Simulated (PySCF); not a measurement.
Compound: C4H6S.
SMILES with atom numbers: `[CH:1]#[C:2][S:3][CH2:4][CH3:5]` (hydrogens: H6 on C1; H7, H8 on C4; H9, H10, H11 on C5)

All values: wB97X-D/pcSseg-2 (PySCF, non-relativistic), on one gas-phase PBE0-D3(BJ)/def2-TZVP geometry that isn't relaxed in the solvent. The solvent is an IEF-PCM continuum (cavity from Bondi-type radii × 1.2). The model holds no explicit solvent molecules, cavitation or dispersion.

Gas phase at wB97X-D/pcSseg-2: HOMO -8.31 eV, LUMO 1.55 eV, dipole 1.84 D.

What does the continuum do to the energy, the frontier levels and the dipole at wB97X-D/pcSseg-2 in chloroform?

```json
{"solvent": "chloroform", "ε": "4.711", "E(solvent) − E(gas) (kcal/mol)": "-2.81", "polarisation term (kcal/mol)": "-3.13", "distortion of the solute (kcal/mol)": "0.32", "HOMO (eV)": "-8.39", "LUMO (eV)": "1.56", "dipole (D)": "2.27"}
```

The first energy column is the sum of the next two and covers electrostatics alone.

Which radius a makes the point-dipole formula ΔE = −[(ε − 1)/(2ε + 1)]·μ²/a³ give the value in chloroform, with the gas-phase dipole?

μ = 0.722 au and |ΔE| = 0.00448 Eh give a = 1.83 Å; the farthest nucleus lies 3.62 Å from the centroid of the nuclei, so such a sphere wouldn't even hold the nuclei. The formula assumes a rigid point dipole at the centre of a sphere.

Conformer computed: `[CH:1]#[C:2][S:3][CH2:4][CH3:5]`: C2–S3–C4–C5 64°.

Note: wB97X-D ran without an empirical dispersion term, which enters the total energy and its gradient alone.
